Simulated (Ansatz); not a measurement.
A made-up structure of CH$_{4}$BN, closed shell:

B1  (-0.897, 0.363, -0.600)
C2  (0.343, 0.080, 0.311)
N3  (0.859, -1.089, 0.298)
H4  (-1.321, -0.523, -1.276)
H5  (-1.406, 1.445, -0.616)
H6  (0.761, 0.872, 0.949)
H7  (-0.030, -0.010, 1.299)
(Å)

It is relaxed with PBE-D4/def2-SVP and then PBE0-D4/def2-TZVP (Ansatz 0.2.0). Atoms count as bonded within 1.22 times the sum of their covalent radii (H–H: 0.88 Å). The end point is not checked to be a true minimum.

(1) Does its bonding change? (A judgement: the text doesn't fix the answer.)

Results:

(1) The calculation gives: Yes. Formed: B1–H6, N3–H7; broken: C2–H6, C2–H7.

Where it ends: The first stage lowers the energy by 5.39 eV in 27 steps. It ends as CH₄BN ([BH3][C][NH]):
```xyz
7
angstrom
B -0.5200 0.7679 -0.6737
C -0.0885 -0.1693 0.4504
N 0.2387 -0.8793 1.3024
H -0.9723 0.0534 -1.5412
H -1.3510 1.5033 -0.1878
H 0.4831 1.3525 -1.0194
H 0.5192 -1.4899 2.0356
```

Labels in which every atom is bracketed show which atoms are joined, not bond orders.

For scale, one of the runs: PBE0-D4/def2-TZVP relaxation, 117 basis functions, launched by `ansatz run in.yaml --threads 2 --pin off --events-out ev --progress --plain --max-ram 4352MiB`. The run took about 7 s on 2 CPU threads of an Arm Neoverse V2 (shared host).
